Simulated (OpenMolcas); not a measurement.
# RI-MP2/ANO-S-MB (RICD fitting) run of SiNH5O (SMILES N[SiH2]O)

Aim: the energy change on altering one bond length of SiNH5O at RI-MP2/ANO-S-MB (RICD fitting), from 2 runs. 

The calculation is run with OpenMolcas 26.06.

5 further runs of the same task are left out: 5 set aside as unsound or not needed.

## Step 1: Starting point

SiNH5O has 8 atoms, charge 0, and is taken as a singlet. As SMILES, `N[SiH2]O`. Geometry: relaxed at GFN2-xTB. This is one conformer, not always the lowest.

Bond lengths: N1–Si2 1.717 Å, Si2–O3 1.637 Å, N1–H4 1.007 Å, N1–H5 1.007 Å, Si2–H6 1.461 Å, Si2–H7 1.461 Å, O3–H8 0.952 Å. Angles: N1–Si2–O3 110.4°, N1–Si2–H6 106.7°, N1–Si2–H7 106.7°, O3–Si2–H6 109.7°, O3–Si2–H7 109.6°, Si2–N1–H4 118.2°, Si2–N1–H5 118.2°, Si2–O3–H8 121.6°, H6–Si2–H7 113.7°, H4–N1–H5 109.2°.

## Step 2: Energy and gradient at RI-MP2/ANO-S-MB (RICD fitting)

The input, mol.inp:

```
* H5NOSi RI-MP2
>>> EXPORT MOLCAS_PRINT=2

&gateway
  coord
  8
  angstrom
  N       -0.842420       0.740220      -0.764180
  Si       0.472990       0.124020       0.150980
  O        0.110280      -1.357500       0.745430
  H       -1.079680       0.277190      -1.626710
  H       -1.688450       0.985350      -0.275800
  H        0.690110       1.056290       1.254080
  H        1.608210       0.021470      -0.762180
  H        0.728970      -1.847050       1.278380
  basis=ANO-S-MB
  group=NoSym
  ricd

&seward

&scf
  prorbitals=1 1

&mbpt2
  frozen=7
  grdt

&alaska
```

Command:

```sh
$ export MOLCAS_MEM=1860
$ pymolcas mol.inp > mol.log
```

Log:

```text
--- Start Module: gateway ---
[...]
--- Stop Module: gateway /rc=_RC_ALL_IS_WELL_ ---
[...]
      Basis functions           24
[...]
       Convergence after  10 Iterations
[...]
::    Total SCF energy                               -420.8776099855
[...]
      Total spin, S                                     0.0000000000
[...]
      Total electronic charge=   34.000000
      Total            charge=   -0.000000
[...]
--- Start Module: mbpt2 ---
[...]
WARNING!
Default frozen orbitals as non valence orbitals is overwritten by user input.
Default values:   4
[...]
       Reference weight ( Cref**2 )         =        0.95156
::    Total MBPT2 energy                             -420.9936540871
[...]
      Dipole Moment (debye):
      Origin of the operator (angstrom)=    0.0549   -0.1171    0.0843
                   X=  1.3052E-01               Y= -7.5524E-01               Z=  4.6237E-01           Total=  8.9510E-01
      Quadrupole Moment (debye*angstrom):
[...]
--- Stop Module: mbpt2 /rc=_RC_ALL_IS_WELL_ ---
--- Start Module: alaska ---
[...]
 *              Molecular gradients               *
 **************************************************
  Irreducible representation: a
 ------------------------------------------------------------------------------------------
                              X                       Y                       Z
 ------------------------------------------------------------------------------------------
  N1               -3.53013109132201E-02   -1.51924502075644E-02   -7.92317504487805E-03
  SI2              -6.19370617413217E-03   -2.94550653153118E-02    1.24228897670868E-02
  O3                7.30013907351266E-02    1.77116377355997E-02    2.41387377052122E-02
  H4                1.57860860237010E-02    2.72875024049355E-02    6.78143234284065E-02
  H5                6.16590348063943E-02   -2.58434327815801E-02   -3.37837388066207E-02
  H6               -1.12770914163030E-02   -3.24445629431980E-02   -3.36997972557356E-02
  H7               -3.93308345578842E-02   -7.92561389511712E-04    2.77071175714219E-02
  H8               -5.83435685036342E-02    5.87289324965756E-02   -5.66763573648967E-02
[...]
--- Stop Module: alaska /rc=_RC_ALL_IS_WELL_ ---
[...]
```

It took 2.6 s on 1 thread of Arm Neoverse V1, shared host; peak memory 0.25 GiB.

## Step 3: The distorted shape at the same level

The input, mol.inp:

```
&GATEWAY
  COORD
  8
  angstrom
  N       -0.419438       0.617665      -1.008351
  Si       0.895972       0.001465      -0.093191
  O        0.533262      -1.480055       0.501259
  H       -0.656698       0.154635      -1.870881
  H       -1.688450       0.985350      -0.275800
  H        1.113092       0.933735       1.009909
  H        2.031192      -0.101085      -1.006351
  H        1.151952      -1.969605       1.034209
  BASIS=ANO-S-MB
  GROUP=NoSym
  RICD

&SEWARD

&SCF
  PRORBITALS=1 1

&MBPT2
  FROZEN=7
  GRDT

&ALASKA
```

Command:

```sh
$ export MOLCAS_MEM=1860
$ pymolcas mol.inp > mol.log
```

Log:

```text
--- Start Module: gateway ---
[...]
--- Stop Module: gateway /rc=_RC_ALL_IS_WELL_ ---
[...]
      Basis functions           24
[...]
       Convergence after  10 Iterations
[...]
::    Total SCF energy                               -420.7958998021
[...]
      Total spin, S                                     0.0000000000
[...]
      Total electronic charge=   34.000000
      Total            charge=   -0.000000
[...]
--- Start Module: mbpt2 ---
[...]
WARNING!
Default frozen orbitals as non valence orbitals is overwritten by user input.
Default values:   4
[...]
       Reference weight ( Cref**2 )         =        0.93606
::    Total MBPT2 energy                             -420.9320168001
[...]
      Dipole Moment (debye):
      Origin of the operator (angstrom)=    0.4711   -0.2377   -0.1560
                   X= -2.1150E-02               Y= -6.4226E-01               Z=  4.6062E-01           Total=  7.9065E-01
      Quadrupole Moment (debye*angstrom):
[...]
--- Stop Module: mbpt2 /rc=_RC_ALL_IS_WELL_ ---
--- Start Module: alaska ---
[...]
 *              Molecular gradients               *
 **************************************************
  Irreducible representation: a
 ------------------------------------------------------------------------------------------
                              X                       Y                       Z
 ------------------------------------------------------------------------------------------
  N1                1.05737916735825E-01   -7.94116339720032E-02   -8.93966828233799E-02
  SI2              -2.11431105820559E-03   -2.73983680290479E-02    1.62544281141730E-03
  O3                7.07108073091880E-02    1.93314537499436E-02    2.28689280704266E-02
  H4                2.93635450627556E-02    3.19207532893182E-02    7.15119395256312E-02
  H5               -9.36029094355382E-02    2.88079730244997E-02    5.55304394748868E-02
  H6               -1.24945150687650E-02   -3.20527811675746E-02   -3.40081536401491E-02
  H7               -3.89416371939224E-02   -8.62055580044929E-04    2.91609152754033E-02
  H8               -5.86588963513148E-02    5.96646586848604E-02   -5.72928286942216E-02
[...]
--- Stop Module: alaska /rc=_RC_ALL_IS_WELL_ ---
[...]
```

Run time: 2.6 s. Hardware: 1 thread of Arm Neoverse V1, shared host; peak memory 0.25 GiB.

## Step 4: Outcome

At RI-MP2/ANO-S-MB (RICD fitting), 7 core orbitals frozen:

```
                                                         quantity          value
                                        first shape: total energy  -420.99365 Eh
                  first shape: dipole moment (mean-field density)         0.92 D
                 first shape: HOMO energy (Hartree–Fock orbitals)      -12.65 eV
                 first shape: LUMO energy (Hartree–Fock orbitals)        6.94 eV
               first shape: HOMO–LUMO gap (Hartree–Fock orbitals)       19.59 eV
         first shape: correlation energy (7 core orbitals frozen)     -116.0 mEh
                            first shape: largest force on an atom     5.159 eV/Å
                                    distorted shape: total energy  -420.93202 Eh
              distorted shape: dipole moment (mean-field density)         0.81 D
             distorted shape: HOMO energy (Hartree–Fock orbitals)      -11.99 eV
             distorted shape: LUMO energy (Hartree–Fock orbitals)        4.41 eV
           distorted shape: HOMO–LUMO gap (Hartree–Fock orbitals)       16.40 eV
     distorted shape: correlation energy (7 core orbitals frozen)     -136.1 mEh
                        distorted shape: largest force on an atom     8.208 eV/Å
energy change with the N1–H5 bond stretched from 1.007 to 1.511 Å       1.677 eV
```

What this shows: With the N1–H5 bond stretched from 1.007 to 1.511 Å the energy rises by 1.68 eV (162 kJ/mol). The first shape isn't relaxed at this level, so the change isn't measured from a minimum. The minimal basis adds a large error of its own. The largest force (first shape) is 5.16 eV/Å: the shape isn't a stationary point for this species at this level. Mulliken charges (first shape) of the mean-field density run from -0.99 on N1 to +1.22 on Si2.
